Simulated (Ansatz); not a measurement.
Cost and result up the ladder for BH₂F (4 atoms). The state is a singlet with charge 0. Geometry: PBE-D4/def2-TZVP.

Cartesian coordinates in Å:
```
B -0.033 0.039 0.012
H -0.710 0.483 -0.880
H -0.064 0.425 1.152
F 0.807 -0.948 -0.284
```

Ansatz on 4 threads of Arm Neoverse V1 on a shared host. Times are rough, and most runs start from the orbitals of an earlier one. CAM-B3LYP-D4/def2-TZVP serves as the yardstick here, not as an exact answer. Differences are given only for rows in sets of like size (and for xTB, whose basis is part of the method), since another set adds its own error. Binding counts from free atoms at the same level (B doublet, H doublet, F doublet; other spins of the atoms weren't run), without zero-point energy or a counterpoise term.

LC-ωPBE has ω = 0.4 bohr⁻¹. B3LYP takes the VWN-RPA correlation. Correlated methods freeze 2 core orbitals.

Correlated methods converge slowly with the basis.

```tsv
level	functions	wall time	binding energy per atom (eV)	difference from CAM-B3LYP-D4/def2-TZVP (eV)
HF/STO-3G	12	0.05 s	3.62	–
PBE0-D4/def2-SVP	38	0.15 s	3.74	–
MP2/def2-TZVP	74	0.15 s	3.70	-0.07
PBE-D4/def2-TZVP	74	0.25 s	3.77	-0.01
BLYP-D4/def2-TZVP	74	0.25 s	3.75	-0.03
B3LYP-D4/def2-TZVP	74	0.25 s	3.75	-0.03
PBE0-D4/def2-TZVPD	95	0.3 s	3.70	-0.07
CAM-B3LYP-D4/def2-TZVP	74	0.3 s	3.77	0.00
PBE0-D4/def2-TZVP	74	0.35 s	3.70	-0.07
LC-ωPBE/def2-TZVP (with forces)	74	0.4 s	3.73	-0.05
CCSD(T)/def2-TZVPP	90	0.55 s	3.65	-0.12
r2SCAN-D4/def2-TZVP	74	0.6 s	3.74	-0.03
CCSD(T)/def2-TZVPD	95	0.7 s	3.62	-0.15
r2SCAN-D4/def2-TZVPD	95	0.75 s	3.74	-0.03
```
